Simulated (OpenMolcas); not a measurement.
# A workflow on SiHCl2 (SMILES Cl[SiH]Cl)

We compute a single-point energy (UHF/STO-3G), then a single-point energy (CASSCF(3,3)/STO-3G), then a single-point energy (CASPT2(3,3)/STO-3G), then the energy (SC-NEVPT2(3,3)/STO-3G), then a single-point energy (MRCI(3,3)/STO-3G) of SiHCl2. 

Program for the calculation: OpenMolcas 26.06.

### Step 1. The system as given

SiHCl2: 4 atoms, total charge 0, spin state doublet. As SMILES, `Cl[SiH]Cl`. The Si2–Cl3 distance was set to 3.582 Å, away from the relaxed value. At this shape a bond of the SMILES string is far longer than usual.

Bond lengths: Cl1–Si2 2.047 Å, Si2–H4 1.488 Å. Angles: Cl1–Si2–H4 108.0°. A long bond or contact: Si2–Cl3 3.582 Å.

### Step 2. A single-point energy at UHF/STO-3G (run 1)

Input file step1.input:

```
&GATEWAY
BasLib=$CurrDir
Coord
4
bohr
Cl    -3.20133401     0.14764052     4.57431830
Si     0.26480165    -0.97107734     3.27154111
Cl     0.47413228    -0.53157996    -3.48030860
H      2.19345614     0.78995843     4.31542582
Basis=STO-3G
Group=NoSym
&SEWARD
&SCF
UHF
Spin=2
Scramble=0.25
PrOrbitals=1 1
```

The basis set STO-3G is read from a file made from the Basis Set Exchange's data (not shown).

On the command line:

```console
$ export MOLCAS_MEM=1860
$ pymolcas step1.input > step1.log
```

The log of the run:

```text
--- Start Module: gateway ---
[...]
--- Stop Module: gateway /rc=_RC_ALL_IS_WELL_ ---
--- Start Module: seward ---
[...]
      Basis functions           28
--- Stop Module: seward /rc=_RC_ALL_IS_WELL_ ---
--- Start Module: scf ---
[...]
       Convergence after  61 Iterations
[...]
::    Total SCF energy                              -1195.2912985960
[...]
      Total spin, S                                     0.5881009880
[...]
      Total electronic charge=   49.000000
      Total            charge=   -0.000000
[...]
      Dipole Moment (debye):
      Origin of the operator (angstrom)=   -0.4587   -0.2129    0.7175
                   X=  2.5403E+00               Y= -4.7787E-01               Z= -5.0884E-01           Total=  2.6345E+00
      Quadrupole Moment (debye*angstrom):
[...]
--- Stop Module: scf /rc=_RC_ALL_IS_WELL_ ---
[...]
```

Run time: 1.7 s. Hardware: 1 thread of Intel Xeon 6975P-C (Granite Rapids), shared host; peak memory 0.37 GiB.

### Step 3. A single-point energy at CASSCF(3,3)/STO-3G (run 2)

Input file step2.inp:

```
&GATEWAY
  BASLIB=$CurrDir
  COORD
  4
  bohr
  Cl    -3.20133401     0.14764052     4.57431830
  Si     0.26480165    -0.97107734     3.27154111
  Cl     0.47413228    -0.53157996    -3.48030860
  H      2.19345614     0.78995843     4.31542582
  BASIS=STO-3G
  GROUP=NoSym

&SEWARD

&RASSCF
  FILEORB=$CurrDir/step1.UnaOrb
  SPIN=2
  NACTEL=3 0 0
  INACTIVE=23
  RAS2=3
  ORBLISTING=Nothing
```

The basis set STO-3G is read from a file made from the Basis Set Exchange's data (not shown).

On the command line:

```console
$ export MOLCAS_MEM=1860
$ pymolcas step2.inp > step2.log
```

The log of the run:

```text
--- Start Module: gateway ---
[...]
--- Stop Module: gateway /rc=_RC_ALL_IS_WELL_ ---
--- Start Module: seward ---
[...]
      Basis functions           28
--- Stop Module: seward /rc=_RC_ALL_IS_WELL_ ---
--- Start Module: rasscf ---
[...]
      Number of active orbitals                  3
[...]
      Spin quantum number                      0.5
[...]
      Active orbitals                            3
[...]
      Number of CSFs                             8
[...]
      Number of root(s) required                 1
[...]
      Convergence after 23 iterations
[...]
      printout of CI-coefficients larger than  0.05 for root  1
      energy=   -1195.303186
      conf/sym  111     Coeff  Weight
             1  2u0   0.98750 0.97516
             8  0u2   0.15637 0.02445
      Natural orbitals and occupation numbers for root  1
      sym 1:   1.950622   0.999893   0.049485
      ************************************************************************************************************************
      *                                                    Final results                                                     *
[...]
::    RASSCF root number  1 Total energy:  -1195.30318594
[...]
      Total electronic charge=   49.000000
      Total            charge=   -0.000000
[...]
      Dipole Moment (debye):
      Origin of the operator (angstrom)=   -0.4587   -0.2129    0.7175
                   X=  2.5844E+00               Y= -4.4738E-01               Z= -6.5008E-01           Total=  2.7022E+00
      Quadrupole Moment (debye*angstrom):
[...]
--- Stop Module: rasscf /rc=_RC_ALL_IS_WELL_ ---
[...]
```

Run time: 1.3 s. Hardware: 1 thread of Intel Xeon 6975P-C (Granite Rapids), shared host; peak memory 0.37 GiB.

### Step 4. A single-point energy at CASPT2(3,3)/STO-3G (run 3)

Input file step3.input:

```
>>> EXPORT MOLCAS_PRINT=2

&GATEWAY
 BasLib = $CurrDir
 Coord
 4
 bohr
 Cl    -3.20133401     0.14764052     4.57431830
 Si     0.26480165    -0.97107734     3.27154111
 Cl     0.47413228    -0.53157996    -3.48030860
 H      2.19345614     0.78995843     4.31542582
 Basis = STO-3G
 Group = NoSym

&SEWARD

&RASSCF
 FileOrb = $CurrDir/step2.RasOrb
 Spin = 2
 Nactel = 3 0 0
 Inactive = 23
 Ras2 = 3
 OrbListing = Nothing

&CASPT2
 Imaginary = 0.1
 Frozen = 15
```

The basis set STO-3G is read from a file made from the Basis Set Exchange's data (not shown).

On the command line:

```console
$ export MOLCAS_MEM=1860
$ pymolcas step3.input > step3.log
```

The log of the run:

```text
--- Start Module: gateway ---
[...]
--- Stop Module: gateway /rc=_RC_ALL_IS_WELL_ ---
[...]
      Basis functions           28
[...]
--- Start Module: rasscf ---
[...]
      Number of active orbitals                  3
[...]
      Spin quantum number                      0.5
[...]
      Active orbitals                            3
[...]
      Number of CSFs                             8
[...]
      Number of root(s) required                 1
[...]
      Convergence after  4 iterations
[...]
      printout of CI-coefficients larger than  0.05 for root  1
      energy=   -1195.303186
      conf/sym  111     Coeff  Weight
             1  2u0   0.98750 0.97516
             8  0u2   0.15637 0.02445
      Natural orbitals and occupation numbers for root  1
      sym 1:   1.950622   0.999893   0.049485
      ************************************************************************************************************************
      *                                                    Final results                                                     *
[...]
::    RASSCF root number  1 Total energy:  -1195.30318594
[...]
      Total electronic charge=   49.000000
      Total            charge=   -0.000000
[...]
      Dipole Moment (debye):
      Origin of the operator (angstrom)=   -0.4587   -0.2129    0.7175
                   X=  2.5844E+00               Y= -4.4740E-01               Z= -6.5012E-01           Total=  2.7022E+00
      Quadrupole Moment (debye*angstrom):
[...]
--- Stop Module: rasscf /rc=_RC_ALL_IS_WELL_ ---
--- Start Module: caspt2 ---
[...]
 ###    WARNING: User changed nr of frozen orbitals.                         ###
 ###############################################################################
[...]
      E2 (Variational):          -0.0266778671
      Total energy:           -1195.3298638066
[...]
      Reference weight:           0.98441
[...]
::    CASPT2 Root  1     Total energy:  -1195.32986381
[...]
--- Stop Module: caspt2 /rc=_RC_ALL_IS_WELL_ ---
[...]
```

Wall time 1.1 s (1 thread of Intel Xeon 6975P-C (Granite Rapids), shared host); peak memory 0.37 GiB.

### Step 5. A single-point energy at SC-NEVPT2(3,3)/STO-3G (run 4)

Input file step4.inp:

```
* Cl2HSi NEVPT2

&GATEWAY
 BasLib
 $CurrDir
 Coord
 4
 bohr
 Cl    -3.20133401     0.14764052     4.57431830
 Si     0.26480165    -0.97107734     3.27154111
 Cl     0.47413228    -0.53157996    -3.48030860
 H      2.19345614     0.78995843     4.31542582
 Basis
 STO-3G
 Group
 NoSym

&SEWARD

&RASSCF
 FileOrb
 $CurrDir/step2.RasOrb
 Spin
 2
 Nactel
 3 0 0
 Inactive
 23
 Ras2
 3
 OrbListing
 Nothing

&CASPT2
 SC-NEVPT2
 Frozen
 15
```

The basis set STO-3G is read from a file made from the Basis Set Exchange's data (not shown).

On the command line:

```console
$ export MOLCAS_MEM=1860
$ pymolcas step4.inp > step4.log
```

The log of the run:

```text
--- Start Module: gateway ---
[...]
--- Stop Module: gateway /rc=_RC_ALL_IS_WELL_ ---
[...]
      Basis functions           28
[...]
--- Start Module: rasscf ---
[...]
      Number of active orbitals                  3
[...]
      Spin quantum number                      0.5
[...]
      Active orbitals                            3
[...]
      Number of CSFs                             8
[...]
      Number of root(s) required                 1
[...]
      Convergence after  4 iterations
[...]
      printout of CI-coefficients larger than  0.05 for root  1
      energy=   -1195.303186
      conf/sym  111     Coeff  Weight
             1  2u0   0.98750 0.97516
             8  0u2   0.15637 0.02445
      Natural orbitals and occupation numbers for root  1
      sym 1:   1.950622   0.999893   0.049485
      ************************************************************************************************************************
      *                                                    Final results                                                     *
[...]
::    RASSCF root number  1 Total energy:  -1195.30318594
[...]
      Total electronic charge=   49.000000
      Total            charge=   -0.000000
[...]
      Dipole Moment (debye):
      Origin of the operator (angstrom)=   -0.4587   -0.2129    0.7175
                   X=  2.5844E+00               Y= -4.4740E-01               Z= -6.5012E-01           Total=  2.7022E+00
      Quadrupole Moment (debye*angstrom):
[...]
--- Stop Module: rasscf /rc=_RC_ALL_IS_WELL_ ---
--- Start Module: caspt2 ---
[...]
 ###    WARNING: User changed nr of frozen orbitals.                         ###
 ###############################################################################
[...]
      E2 (Variational):          -0.0248937519
[...]
      E2 (Variational):          -0.0248883170
      Total energy:           -1195.3280742565
[...]
      Reference weight:           0.98642
[...]
::    SC-NEVPT2 Root  1     Total energy:  -1195.32807426
[...]
--- Stop Module: caspt2 /rc=_RC_ALL_IS_WELL_ ---
[...]
```

Wall time 1.1 s (1 thread of Intel Xeon 6975P-C (Granite Rapids), shared host); peak memory 0.37 GiB.

### Step 6. A single-point energy at MRCI(3,3)/STO-3G (run 5)

Input file step5.inp:

```
>>> EXPORT MOLCAS_PRINT=2

&gateway
  baslib=$CurrDir
  coord
  4
  bohr
  Cl    -3.20133401     0.14764052     4.57431830
  Si     0.26480165    -0.97107734     3.27154111
  Cl     0.47413228    -0.53157996    -3.48030860
  H      2.19345614     0.78995843     4.31542582
  basis=STO-3G
  group=NoSym

&seward

&rasscf
  fileorb=$CurrDir/step2.RasOrb
  spin=2
  nactel=3 0 0
  inactive=23
  ras2=3
  orblisting=Nothing

&motra
  lumorb
  frozen=15

&guga
  electrons=19
  spin=2
  inactive=8
  active=3
  ciall=1

&mrci
  sdci
```

The basis set STO-3G is read from a file made from the Basis Set Exchange's data (not shown).

On the command line:

```console
$ export MOLCAS_MEM=1860
$ pymolcas step5.inp > step5.log
```

The log of the run:

```text
--- Start Module: gateway ---
[...]
--- Stop Module: gateway /rc=_RC_ALL_IS_WELL_ ---
[...]
      Basis functions           28
[...]
      Number of active orbitals                  3
[...]
      Spin quantum number                      0.5
[...]
      Active orbitals                            3
[...]
      Number of CSFs                             8
[...]
      Number of root(s) required                 1
[...]
      Convergence after  4 iterations
[...]
      printout of CI-coefficients larger than  0.05 for root  1
      energy=   -1195.303186
      conf/sym  111     Coeff  Weight
             1  2u0   0.98750 0.97516
             8  0u2   0.15637 0.02445
      Natural orbitals and occupation numbers for root  1
      sym 1:   1.950622   0.999893   0.049485
      ************************************************************************************************************************
      *                                                    Final results                                                     *
[...]
::    RASSCF root number  1 Total energy:  -1195.30318594
[...]
      Dipole Moment (debye):
      Origin of the operator (angstrom)=   -0.4587   -0.2129    0.7175
                   X=  2.5844E+00               Y= -4.4740E-01               Z= -6.5012E-01           Total=  2.7022E+00
      Quadrupole Moment (debye*angstrom):
[...]
      *** WARNING: Default frozen orbitals is overwritten by user input.
      *** Default values:  12
[...]
--- Start Module: guga ---
[...]
--- Stop Module: guga /rc=_RC_ALL_IS_WELL_ ---
--- Start Module: mrci ---
[...]
       (But an ACPF correction will be computed)
       USE THE DEFAULT ACPF G-VALUE GFAC=  0.10526315789473684
[...]
                      CI ENERGY: -1195.34039978
[...]
                ACPF CORRECTION:    -0.00117176
[...]
      Total electronic charge=   49.000000
      Total            charge=   -0.000000
[...]
     ACPF CORRECTION:     -0.00117176
[...]
  CI State   1     Total energy:  -1195.34039978     QDav:     -0.00131448     QACPF:     -0.00117176
[...]
--- Stop Module: mrci /rc=_RC_ALL_IS_WELL_ ---
[...]
```

Run time: 1.6 s. Hardware: 1 thread of Intel Xeon 6975P-C (Granite Rapids), shared host; peak memory 0.37 GiB.

### Step 7. Summary of results

```
                                                    quantity           value
                             run 1, UHF/STO-3G: total energy  -1195.29130 Eh
                            run 1, UHF/STO-3G: dipole moment          2.63 D
       run 1, UHF/STO-3G: HOMO energy (highest over α and β)        -7.05 eV
        run 1, UHF/STO-3G: LUMO energy (lowest over α and β)         1.39 eV
                                     run 1, UHF/STO-3G: ⟨S²⟩           0.934
                     run 2, CASSCF(3,3)/STO-3G: total energy  -1195.30319 Eh
   run 2, CASSCF(3,3)/STO-3G: dipole moment (CASSCF density)          2.70 D
                     run 3, CASPT2(3,3)/STO-3G: total energy  -1195.32986 Eh
   run 3, CASPT2(3,3)/STO-3G: dipole moment (CASSCF density)          2.70 D
                  run 4, SC-NEVPT2(3,3)/STO-3G: total energy  -1195.32807 Eh
run 4, SC-NEVPT2(3,3)/STO-3G: dipole moment (CASSCF density)          2.70 D
                       run 5, MRCI(3,3)/STO-3G: total energy  -1195.34040 Eh
     run 5, MRCI(3,3)/STO-3G: dipole moment (CASSCF density)          2.70 D
```

What this shows: ⟨S²⟩ (run 1, UHF/STO-3G) is 0.93 where a pure doublet has 0.75: the reference is spin-contaminated. Mulliken charges (run 1, UHF/STO-3G) run from -0.42 on Cl1 to +0.62 on Si2. Mulliken charges (run 3, CASPT2(3,3)/STO-3G) of the CASSCF density run from -0.43 on Cl1 to +0.63 on Si2; they depend strongly on the basis. Mulliken charges (run 4, SC-NEVPT2(3,3)/STO-3G) of the CASSCF density run from -0.43 on Cl1 to +0.63 on Si2. Mulliken charges (run 5, MRCI(3,3)/STO-3G) of the CASSCF density run from -0.43 on Cl1 to +0.63 on Si2.
